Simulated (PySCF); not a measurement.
**Working out the ionisation energy of B**

B [He] 2s2 2p1 (2P) → B⁺ [He] 2s2 (1S). Calculation: PySCF 2.14, in 6-31G* (3s2p1d, 14 functions); no relativity, point nucleus. Frozen: 1s2. Energies in hartree (1 hartree = 27.21139 eV):

| part | B (lower) | B⁺ (upper) |
| --- | --- | --- |
| UHF | -24.521972 | -24.234042 |
| CCSD correlation | -0.056344 | -0.058740 |
| (T) | -0.000768 | 0.000000 |

Q: What does Hartree-Fock give?

A: (-24.234042) − (-24.521972) = 0.287930 hartree = 7.835 eV.

Q: What do CCSD and CCSD(T) give?

A: The CCSD correlation energies differ by -0.002396 hartree = -0.065 eV and the triples by 0.000768 hartree = 0.021 eV, so CCSD gives 7.770 eV and CCSD(T) 7.791 eV.

Measured between the centres of the two terms (NIST): 8.297 eV, so CCSD(T) (valence) is off by -0.506 eV.

The coupled-cluster amplitudes are large, so a single reference is strained.

What remains against the reference includes basis incompleteness, the frozen core and higher excitations.
